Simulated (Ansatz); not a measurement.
# CH₄ (singlet): wave-function methods side by side, cc-pVDZ

One table from this session's results is given with a row withheld; the runs are named, their logs left out.

Method: cc-pVDZ, core rule «outside noble gas», up to 1 orbitals frozen; program: Ansatz 0.2.0, Gaussian basis.

The runs, in order: UHF; CCSD(T) on RHF; BCCD(T) on RHF; CISD; CCSDT(Q) on RHF; CISDTQ; CCSDTQ on RHF; CASSCF and MRCISD+Q, 8 electrons in 8 orbitals; CASSCF and NEVPT4(SD), 8 electrons in 8 orbitals; CASSCF and NEVPT2, 8 electrons in 8 orbitals; Full CI.

9 further runs of the same task are left out: 9 set aside as unsound or not needed.

## The system

The geometry is an MP2(full)/6-31G* stationary point (not a proven minimum).

5 atoms, charge 0, spin multiplicity 1.

Atoms are counted from 1 here; the program's logs count them from 0.

Bond lengths: C1–H2 1.090 Å, C1–H3 1.090 Å, C1–H4 1.090 Å, C1–H5 1.090 Å. Angles: H2–C1–H3 109.5°, H2–C1–H4 109.5°, H2–C1–H5 109.5°, H3–C1–H4 109.5°, H3–C1–H5 109.5°, H4–C1–H5 109.5°.

The first run:

in.yaml reads:

```yaml
crystal:
  periodic: [false, false, false]
  atoms:
    - {symbol: C, position_ang: [0.000000, 0.000000, 0.000000]}
    - {symbol: H, position_ang: [0.629118, 0.629118, 0.629118]}
    - {symbol: H, position_ang: [-0.629118, -0.629118, 0.629118]}
    - {symbol: H, position_ang: [0.629118, -0.629118, -0.629118]}
    - {symbol: H, position_ang: [-0.629118, 0.629118, -0.629118]}
basis:
  gaussian: {orbitals: cc-pVDZ}
magnetization: {spin_polarized: true, initial_magnetization: 0}
hamiltonian: {xc: hf}
output: {orbitals: {seedname: orbitals}}
```

Command:

```
$ ansatz run in.yaml --threads 1 --pin off --events-out ev --progress --plain --max-ram 2764MiB --backend cpu
```

Steps of the session up to this table: UHF; CCSD(T) on RHF; BCCD(T) on RHF; CISD; CCSDT(Q) on RHF; CISDTQ; CCSDTQ on RHF; CASSCF and MRCISD+Q, 8 electrons in 8 orbitals; CASSCF and NEVPT4(SD), 8 electrons in 8 orbitals; CASSCF and NEVPT2, 8 electrons in 8 orbitals; Full CI.

One table of the session follows, with a row left open; its other results are not shown here.

```
            method  from FCI (meV)
               RHF         +5141.8
              RMP2          +755.1
              CISD          +335.5
             RCCSD               ?
          RCCSD(T)           +15.0
           BCCD(T)           +14.9
            RCCSDT            +4.3
            CISDTQ           +10.6
         RCCSDT(Q)            +0.3
           RCCSDTQ            +0.3
    CASSCF valence         +2935.6
    NEVPT2 valence          +753.1
NEVPT4(SD) valence           +80.5
    MRCISD valence          +104.6
  MRCISD+Q valence            -3.9
               FCI               0
```

Estimate the missing values for RCCSD.

**Answer.** from FCI (meV): +115.8. In the column «from FCI (meV)» it lies between MRCISD valence (+104.6) and CISD (+335.5).

Caveats from the session: MRCISD+Q valence falls below full CI: the +Q correction isn't variational, and the cores differ from full CI's.
